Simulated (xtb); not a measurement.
xtb input (GFN2-xTB):

```bash
xtb mol.xyz --gfn 2 --sp --chrg 1 --uhf 0
```
mol.xyz:
```
9

C     -0.04887922     0.02816407     0.01029449
O      0.09072173     1.27310310    -0.27738523
O     -1.23147366    -0.37305957     0.26682771
H     -1.91131900     0.32935391     0.20573748
C      1.05439472    -0.94695257     0.03698835
H      1.93332978    -0.51883307     0.52200439
H      0.74223535    -1.85924173     0.53822897
H      1.32196362    -1.18489202    -0.99951600
H      1.00671254     1.54599575    -0.46569164
```

End of the output:

```
         :::::::::::::::::::::::::::::::::::::::::::::::::::::
         ::                     SUMMARY                     ::
         :::::::::::::::::::::::::::::::::::::::::::::::::::::
         :: total energy             -14.510004706954 Eh    ::
         :: gradient norm              0.021427328290 Eh/a0 ::
         :: HOMO-LUMO gap              5.120013033327 eV    ::
         ::.................................................::
         :: SCC energy               -14.650118567628 Eh    ::
         :: -> isotropic ES            0.133937496989 Eh    ::
         :: -> anisotropic ES         -0.005737592406 Eh    ::
         :: -> anisotropic XC          0.001634726572 Eh    ::
         :: -> dispersion             -0.002595691579 Eh    ::
         :: repulsion energy           0.140113860674 Eh    ::
         :: add. restraining           0.000000000000 Eh    ::
         :: total charge               1.000000000000 e     ::
         :::::::::::::::::::::::::::::::::::::::::::::::::::::

           -------------------------------------------------
          |                Property Printout                |
           -------------------------------------------------

    * Orbital Energies and Occupations

         #    Occupation            Energy/Eh            Energy/eV
      -------------------------------------------------------------
         1        2.0000           -1.0123707             -27.5480
         2        2.0000           -0.9872732             -26.8651
         3        2.0000           -0.9149906             -24.8982
         4        2.0000           -0.8934136             -24.3110
         5        2.0000           -0.8575273             -23.3345
         6        2.0000           -0.8458935             -23.0179
         7        2.0000           -0.8004911             -21.7825
         8        2.0000           -0.7743137             -21.0701
         9        2.0000           -0.7438542             -20.2413
        10        2.0000           -0.7217422             -19.6396
        11        2.0000           -0.7016512             -19.0929
        12        2.0000           -0.6935886             -18.8735 (HOMO)
        13                         -0.5054316             -13.7535 (LUMO)
        14                         -0.1768502              -4.8123
Note: The following floating-point exceptions are signalling: IEEE_UNDERFLOW_FLAG IEEE_DENORMAL
normal termination of xtb
        15                         -0.1404385              -3.8215
        16                         -0.0864482              -2.3524
        17                         -0.0404906              -1.1018
        18                         -0.0098114              -0.2670
        19                         -0.0039806              -0.1083
        20                          0.1728563               4.7037
        21                          0.2145641               5.8386
      -------------------------------------------------------------
                  HL-Gap            0.1881570 Eh            5.1200 eV
             Fermi-level           -0.5995101 Eh          -16.3135 eV

     #   Z          covCN         q      C6AA      α(0)
     1   6 C        2.689     0.369    20.747     7.454
     2   8 O        1.660    -0.254    18.225     5.763
     3   8 O        1.660    -0.209    17.489     5.646
     4   1 H        0.803     0.403     0.480     1.088
     5   6 C        3.753    -0.179    24.065     6.995
     6   1 H        0.924     0.147     1.409     1.857
     7   1 H        0.925     0.158     1.342     1.812
     8   1 H        0.924     0.171     1.258     1.754
     9   1 H        0.804     0.395     0.494     1.104

 Mol. C6AA /au·bohr⁶  :        515.218895
 Mol. C8AA /au·bohr⁸  :      11113.143727
 Mol. α(0) /au        :         33.472574

Wiberg/Mayer (AO) data.
largest (>0.10) Wiberg bond orders for each atom

 ---------------------------------------------------------------------------
     #   Z sym  total        # sym  WBO       # sym  WBO       # sym  WBO
 ---------------------------------------------------------------------------
     1   6 C    3.873 --     3 O    1.399     2 O    1.340     5 C    1.074
     2   8 O    2.377 --     1 C    1.340     9 H    0.820     3 O    0.131
     3   8 O    2.424 --     1 C    1.399     4 H    0.808     2 O    0.131
     4   1 H    0.838 --     3 O    0.808
     5   6 C    3.949 --     1 C    1.074     7 H    0.955     6 H    0.933
                             8 H    0.891
     6   1 H    0.978 --     5 C    0.933
     7   1 H    0.975 --     5 C    0.955
     8   1 H    0.971 --     5 C    0.891
     9   1 H    0.844 --     2 O    0.820
 ---------------------------------------------------------------------------

Topologies differ in total number of bonds
Writing topology from bond orders to xtbtopo.mol

molecular dipole:
                 x           y           z       tot (Debye)
 q only:        0.536       0.200      -0.186
   full:        0.611       0.426      -0.257       2.003
molecular quadrupole (traceless):
                xx          xy          yy          xz          yz          zz
 q only:        5.437      -1.172      -0.346      -1.553      -0.724      -5.091
  q+dip:        5.966      -1.088      -1.422      -1.565      -0.347      -4.544
   full:        5.771      -1.021      -1.591      -1.493      -0.223      -4.180

           -------------------------------------------------
          | TOTAL ENERGY              -14.510004706954 Eh   |
          | GRADIENT NORM               0.021427328290 Eh/α |
          | HOMO-LUMO GAP               5.120013033327 eV   |
           -------------------------------------------------

------------------------------------------------------------------------
------------------------------------------------------------------------
 total:
 SCF:
```

It need not be the lowest isomer of its formula.
